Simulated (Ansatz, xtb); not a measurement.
Relative energy of two isomers of C4H4S2

Structure a is `Sc1cccs1`, a singlet and structure b is `S=C1CC=CS1`, a singlet. Both are isolated molecules in the gas phase, relaxed with B3LYP-D3(BJ)/def2-SVP; the shapes shown needn't be the lowest conformers.

a (Å):

```xyz
10

C    -0.4545    0.2210   -0.9258
C     0.2296   -0.9102   -0.5393
C     0.8003   -0.7968    0.7631
C     0.5441    0.4187    1.3495
S    -1.2166    0.5217   -2.4922
S    -0.3800    1.4486    0.3147
H    -2.5077    0.4090   -2.0900
H     0.3091   -1.7911   -1.1771
H     1.3722   -1.5886    1.2489
H     0.8462    0.7616    2.3383
```

b (Å):

```xyz
10

C    -0.7068    1.0513   -0.4158
C    -0.5616   -0.4156   -0.7968
C     0.4556   -1.0610    0.0937
C     0.9990   -0.2390    1.0006
S    -1.7008    2.1388   -1.1172
S     0.3804    1.4217    0.9277
H    -0.2853   -0.4782   -1.8647
H    -1.5520   -0.8998   -0.7237
H     0.7241   -2.1153    0.0020
H     1.7544   -0.4875    1.7473
```

Quicker runs give these differences E(b) − E(a): GFN2-xTB +14.7 kJ/mol; HF/STO-3G +47.0 kJ/mol (at GFN2-xTB geometries); r2SCAN-D4/def2-SVP +21.4 kJ/mol (at GFN2-xTB geometries).

Question: Estimate E(b) − E(a) at the level CCSD(T)/def2-SVP + ΔMP2/def2-TZVPP.

Answer: Calculated at CCSD(T)/def2-SVP + ΔMP2/def2-TZVPP: E(b) − E(a) = +38.4 kJ/mol, so structure a lies lower.

How the difference moves with the method:

| level | geometry | E(b) − E(a) (kJ/mol) | departure from the last row (kJ/mol) | job, with rough time for the two |
| --- | --- | --- | --- | --- |
| GFN2-xTB | GFN2-xTB | +14.7 | −23.7 | optimisation, 0.67 s |
| HF/STO-3G | GFN2-xTB | +47.0 | +8.5 | single point, 0.52 s |
| r2SCAN-D4/def2-SVP | GFN2-xTB | +21.4 | −17.0 | single point, 4.7 s |
| B3LYP-D3(BJ)/def2-SVP | B3LYP-D3(BJ)/def2-SVP | +28.5 | −10.0 | optimisation, 91 s |
| HF/def2-SVP | B3LYP-D3(BJ)/def2-SVP | +33.3 | −5.2 | part of the CCSD(T) run |
| MP2/def2-SVP | B3LYP-D3(BJ)/def2-SVP | +44.8 | +6.4 | part of the CCSD(T) run |
| CCSD(T)/def2-SVP | B3LYP-D3(BJ)/def2-SVP | +30.7 | −7.8 | single point |
| CCSD(T)/def2-SVP + ΔMP2/def2-TZVPP | B3LYP-D3(BJ)/def2-SVP | +38.4 |  | single point, 42 s |

As drawn, b has 1 C=S, 2 C–C, 1 C=C, 1 C–S, 1 C–H in place of 3 C∷C, 2 C∷S, 1 S–H (∷ is an aromatic bond). Structure a has a 5-membered ring (with an aromatic ring), b a 5-membered ring.

None of the levels shown reverses the order. The largest departure from CCSD(T)/def2-SVP + ΔMP2/def2-TZVPP is that of GFN2-xTB, 23.7 kJ/mol. The last row adds to CCSD(T) the change of the MP2 difference between the two basis sets, here +7.8 kJ/mol.

With thermal terms from frequencies at re-optimised GFN2-xTB minima (ideal gas, soft modes damped towards free rotors, one conformer each, 298.15 K, 1 atm): the zero-point term adds +7.3 kJ/mol; ΔH is +44.7 and ΔG +46.5 kJ/mol.

The correlated steps freeze 14 core orbitals. Run with Ansatz 0.2.0, xtb 6.7.1; the last row on 2 threads of Arm Neoverse V1 on a shared host.
